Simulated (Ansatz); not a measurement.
# CH6BN: one species, many methods

How much do the methods differ for CH6BN? The plan is to run it at one geometry with functionals of several rungs and with coupled cluster. The yardstick is the atomisation energy at the CCSD(T) limit.

Computed with Ansatz 0.2.0, Gaussian basis. Level: functionals in def2-TZVPP, the program's frozen cores in correlated methods.

Plan: LDA (SPW92), PBE-D4, revPBE-D4, BLYP-D4, r2SCAN-D4, B97M-V, PBE0-D4, B3LYP-D4, r2SCANh-D4, r2SCAN0-D4, HSE06-D4, BHLYP-D4, CAM-B3LYP-D4, LC-ωPBE, ωB97X-V, ωB97M-V, B2PLYP, PBE-QIDH; CCSD(T)/def2-SVP; CCSD(T)/def2-TZVPP; MP2/def2-QZVPP; extrapolation to the limit; RPA on PBE.

1 further run of the same task is left out (it didn't finish).

## 1. The relaxed structure

An earlier PBE0-D4 in a triple-zeta def2 set relaxation fixed the geometry.

9 atoms, charge 0, spin multiplicity 1.

Atoms are counted from 1 here; the program's logs count them from 0.

Bond lengths: B1–C2 1.540 Å, B1–H4 1.223 Å, B1–H5 1.216 Å, B1–H6 1.224 Å, C2–N3 1.302 Å, C2–H7 1.092 Å, N3–H8 1.009 Å, N3–H9 1.011 Å. Angles: C2–B1–H4 105.4°, C2–B1–H5 111.8°, C2–B1–H6 104.5°, H4–B1–H5 114.8°, H4–B1–H6 104.9°, H5–B1–H6 114.5°, B1–C2–N3 125.1°, B1–C2–H7 122.0°, N3–C2–H7 112.9°, C2–N3–H8 123.8°, C2–N3–H9 118.3°, H8–N3–H9 117.9°.

## 2. LDA

This LDA is Slater exchange with PW92 correlation.

The input, in.yaml:

```yaml
crystal:
  periodic: [false, false, false]
  atoms:
    - {symbol: B, position_ang: [0.225737, 1.036774, -0.458460]}
    - {symbol: C, position_ang: [0.278024, -0.460990, -0.102543]}
    - {symbol: N, position_ang: [-0.521655, -1.061204, 0.731481]}
    - {symbol: H, position_ang: [1.353707, 1.459663, -0.246749]}
    - {symbol: H, position_ang: [-0.657219, 1.614031, 0.146173]}
    - {symbol: H, position_ang: [0.105751, 1.059065, -1.676846]}
    - {symbol: H, position_ang: [1.012428, -1.136284, -0.547533]}
    - {symbol: H, position_ang: [-0.473629, -2.045579, 0.945653]}
    - {symbol: H, position_ang: [-1.234644, -0.511776, 1.191624]}
basis:
  gaussian: {orbitals: def2-TZVPP}
hamiltonian: {xc: lda}
output: {orbitals: {seedname: orbitals}}
```

Launch:

```bash
> ansatz run in.yaml --threads 2 --pin off --events-out ev --progress --plain --max-ram 4352MiB
```

Further steps of the session: PBE-D4 (GGA); revPBE-D4 (GGA); BLYP-D4 (GGA); r2SCAN-D4 (meta-GGA); B97M-V (meta-GGA); PBE0-D4 (hybrid); B3LYP-D4 (hybrid); r2SCANh-D4 (hybrid); r2SCAN0-D4 (hybrid); HSE06-D4 (hybrid); BHLYP-D4 (hybrid); CAM-B3LYP-D4 (range-separated); LC-ωPBE (range-separated); ωB97X-V (range-separated); ωB97M-V (range-separated); B2PLYP (double hybrid); PBE-QIDH (double hybrid); CCSD(T) in def2-SVP; CCSD(T) in def2-TZVPP; MP2 in def2-QZVPP; RPA on PBE orbitals.

**Question.** What will the summary of the whole plan be? Wanted: atomisation energy, CCSD(T)/CBS; farthest beyond LDA; mean size of error, GGA; mean size of error, meta-GGA; mean size of error, hybrid; mean size of error, range-separated; mean size of error, double hybrid; gap, smallest and largest; T1 diagnostic.

**Answer**, as computed:

| quantity | value |
| --- | --- |
| atomisation energy, CCSD(T)/CBS | 3115.2 kJ/mol |
| functionals within 15.6 kJ/mol (0.5 %) | r2SCAN0-D4, LC-ωPBE, B2PLYP, PBE-QIDH |
| farthest beyond LDA | PBE-D4 (+99.5 kJ/mol) |
| mean size of error, GGA | 58.8 kJ/mol |
| mean size of error, meta-GGA | 36.1 kJ/mol |
| mean size of error, hybrid | 33.4 kJ/mol |
| mean size of error, range-separated | 31.7 kJ/mol |
| mean size of error, double hybrid | 5.1 kJ/mol |
| gap, smallest and largest | 4.23 eV (LDA (SPW92)), 11.48 eV (LC-ωPBE) |
| T1 diagnostic | 0.0169 |
| triples share of the correlation energy | 3.8 % |

What this shows: The LDA atomisation energy is off by 478.6 kJ/mol (15 %): it overbinds. PBE-D4 is off by +99.5 kJ/mol. Double hybrids carry the basis error of their MP2 part in triple zeta, and no dispersion term here, so their miss is partly the set-up's. By mean error the best rung here is double hybrid (5.1 kJ/mol) and the worst beyond LDA is GGA (58.8 kJ/mol). The reference freezes the cores and leaves out relativity and excitations past (T), so misses under about 15.6 kJ/mol can't be ranked. Hartree-Fock recovers 73 % of the binding; the rest is correlation. CCSD(T) in def2-SVP is off by -149.0 kJ/mol, worse than the median functional, from the basis alone. Orbital gaps span 4.2 to 11.5 eV; exact exchange widens them.
